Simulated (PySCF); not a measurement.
Cartesian coordinates (Å):
```xyz
1

Cl     0.0000     0.0000     0.0000
```
Charge 0, spin multiplicity 2.

**Question.** What is the computed total energy, highest occupied spin orbital and dipole moment (PBE-D3(BJ)/def2-TZVP (PySCF))?

**Answer.** 
```
Quantity                              Value
-----------------------------  ------------
total energy                   -459.9584 Ha
highest occupied spin orbital      -8.04 eV
dipole moment                        0.00 D
```
